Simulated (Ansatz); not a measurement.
The cluster LiH₂⁻ (the lowest singlet isomer of a short search), 3 atoms. Hardware: 4 threads of Arm Neoverse V2 on a shared host.

Correlated methods freeze no core orbitals; core or outer-core shells of Li are correlated, in sets that lack core-valence functions.

**Question.** How many basis functions does each of these Ansatz runs have, and roughly what does it cost? PBE-D4/def2-TZVPD, charge -1 unrestricted singlet, energy, from earlier orbitals; BLYP-D4/def2-TZVPD, charge -1 triplet, energy, from earlier orbitals; HF/STO-3G, charge -1 singlet, energy; PBE0-D4/def2-TZVPD, charge -1 quintet, relaxation, 20 steps; B2PLYP/def2-TZVPD, charge -1 singlet, energy and forces, from earlier orbitals; RPA@PBE/def2-TZVPD, charge -1 triplet, energy, from earlier orbitals; PBE0-D4/def2-TZVPD, charge -1 triplet, energy, from earlier orbitals; CCSD(T)/def2-TZVPPD, charge -1 singlet, energy, from earlier orbitals; B2PLYP/def2-TZVPD, charge -1 quintet, energy, from earlier orbitals; PBE-D4/def2-TZVPD, charge -1 singlet, energy, from earlier orbitals; PBE-D4/def2-SVPD, charge -1 singlet, energy, from earlier orbitals; HF/STO-3G, charge -1 triplet, energy.

**Answer.** Other jobs shared the machine, so times can vary by a factor of up to 3. A dash marks memory too small to be measured apart from the calling script's.

```tsv
run	functions	fitting or Cholesky vectors	wall time	peak host memory (GiB)
HF/STO-3G, charge -1 singlet, energy	7	80	0.05 s	–
HF/STO-3G, charge -1 triplet, energy	7	79	0.05 s	–
PBE-D4/def2-SVPD, charge -1 singlet, energy, from earlier orbitals	28	277	0.1 s	–
CCSD(T)/def2-TZVPPD, charge -1 singlet, energy, from earlier orbitals	56	348	0.15 s	–
PBE-D4/def2-TZVPD, charge -1 singlet, energy, from earlier orbitals	35	267	0.15 s	–
PBE-D4/def2-TZVPD, charge -1 unrestricted singlet, energy, from earlier orbitals	35	267	0.2 s	–
BLYP-D4/def2-TZVPD, charge -1 triplet, energy, from earlier orbitals	35	267	0.25 s	–
B2PLYP/def2-TZVPD, charge -1 quintet, energy, from earlier orbitals	35	341	0.25 s	–
RPA@PBE/def2-TZVPD, charge -1 triplet, energy, from earlier orbitals	35	343	0.25 s	–
B2PLYP/def2-TZVPD, charge -1 singlet, energy and forces, from earlier orbitals	35	341	0.3 s	–
PBE0-D4/def2-TZVPD, charge -1 triplet, energy, from earlier orbitals	35	267	0.6 s	–
PBE0-D4/def2-TZVPD, charge -1 quintet, relaxation, 20 steps	35	267	4.6 s	–
```
